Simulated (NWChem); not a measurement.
**The standard entropy of CH2AlN (SMILES N#[C][AlH2]) from a frequency calculation**

A singlet with charge 0, relaxed at HF/6-31G* (spherical functions) (NWChem 7.3.0):

```xyz
5

N     0.0000    0.0000    1.9529
C     0.0000    0.0000    0.8120
Al    0.0000    0.0000   -1.1401
H     0.0000   -1.3978   -1.8536
H     0.0000    1.3978   -1.8536
```

Harmonic wavenumbers in cm⁻¹: 253, 254, 564, 588, 659, 826, 2087, 2098, 2535.

Masses in u: N 14.007, C 12.011, Al 26.982, H 1.008. Take T = 298.15 K, p = 1 bar, R = 8.3145 J/(mol K), kT/hc = 207.22 cm⁻¹, rigid rotor and harmonic oscillator.

Question: Compute the standard molar entropy.

Answer: 
1. Translation (Sackur–Tetrode): S = R[3/2 ln M + 5/2 ln T − 1.1517] with M = 55.016 gives 158.8 J/(mol K).
2. Rotation: principal moments 3.939, 103.214, 107.153 u Å² give A, B, C = 4.2797, 0.1633, 0.1573 cm⁻¹; the symmetry number is σ = 2; q = (√π/σ)√((kT/hc)³/ABC) = 7973; S = R(ln q + 3/2) = 87.2.
3. Vibration: with u = ν̃/207.22, each mode gives R[u/(eᵘ − 1) − ln(1 − e⁻ᵘ)]; the sum is 20.7, most from 253 cm⁻¹ (7.2), 254 cm⁻¹ (7.1), 564 cm⁻¹ (2.2).
4. Spin: R ln 1 = 0.0.
5. Sum: 158.8 + 87.2 + 20.7 + 0.0 = 266.7 J/(mol K).

No measured value is set beside it here. Where a soft mode is a torsion, a harmonic oscillator describes it poorly.
